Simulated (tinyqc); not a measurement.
Inside a calculation. Method: UKS/LDA (VWN5) in the sto-6g basis, for CH2, spin multiplicity 3. Computed by tinyqc, a small Python program that keeps every step (integrals from PySCF). Settings: charge = 0, multiplicity = 3, basis = sto-6g, energy threshold = 1e-09, iteration cap = 63, orthogonalisation = symmetric, start = core, DIIS depth = 0, method = UKS, functional = lda,vwn, grid = [40, 14]. Command: `OMP_NUM_THREADS=1 python tinyqc.py 20835 20836 out.jsonl` (the two numbers bound the seeds that draw the settings). One thread of a shared host (Intel(R) Xeon(R) Processor @ 2.60GHz), about 4 s of CPU time with the checks.

Geometry (angstrom):
```
atom,x,y,z
C,0.0000,0.0000,0.0000
H,0.0000,1.1510,0.5400
H,0.0000,-1.1510,0.5400
```

Stop when the energy changes by less than 1e-09 hartree and every element of the error matrix X^T (F D S - S D F) X (for each spin) is below 9e-06.

Course of the cycle:
```
iteration,E (hartree),change,largest element of the error matrix
1,-37.124751,-,2.89e-01
2,-38.097864,-9.73e-01,2.48e-01
3,-38.229366,-1.32e-01,2.39e-01
4,-38.306338,-7.70e-02,1.97e-01
5,-38.350856,-4.45e-02,1.99e-01
6,-38.382329,-3.15e-02,1.71e-01
7,-38.405287,-2.30e-02,1.76e-01
8,-38.422134,-1.68e-02,1.55e-01
9,-38.436241,-1.41e-02,1.61e-01
10,-38.446559,-1.03e-02,1.44e-01
11,-38.456147,-9.59e-03,1.51e-01
12,-38.462996,-6.85e-03,1.35e-01
13,-38.469959,-6.96e-03,1.43e-01
14,-38.474750,-4.79e-03,1.30e-01
...,...,...,...
50,-38.520402,2.06e-04,1.03e-01
51,-38.521050,-6.49e-04,1.10e-01
52,-38.520819,2.32e-04,1.03e-01
53,-38.521439,-6.20e-04,1.10e-01
54,-38.521185,2.54e-04,1.03e-01
55,-38.521780,-5.95e-04,1.09e-01
56,-38.521507,2.73e-04,1.03e-01
57,-38.522081,-5.73e-04,1.09e-01
58,-38.521791,2.90e-04,1.03e-01
59,-38.522346,-5.54e-04,1.09e-01
60,-38.522042,3.04e-04,1.02e-01
61,-38.522579,-5.38e-04,1.09e-01
62,-38.522262,3.17e-04,1.02e-01
63,-38.522786,-5.23e-04,1.09e-01
```

Can the last value be used, and what does the course show?

Not by the stop rule. Not converged within the cap of 63 iterations: the residual has stopped falling. Reruns (cap 100 unless said): DIIS 8: converged in 9; damping 0.5: converged in 32; level shift 0.5: converged in 14; atomic densities as start, DIIS 8: converged in 8; the original settings with a cap of 400: not converged. PySCF UKS in the same basis, fine grid, after a stability check = -38.586786 hartree, which differs from a converged run on this coarse grid by the grid error.
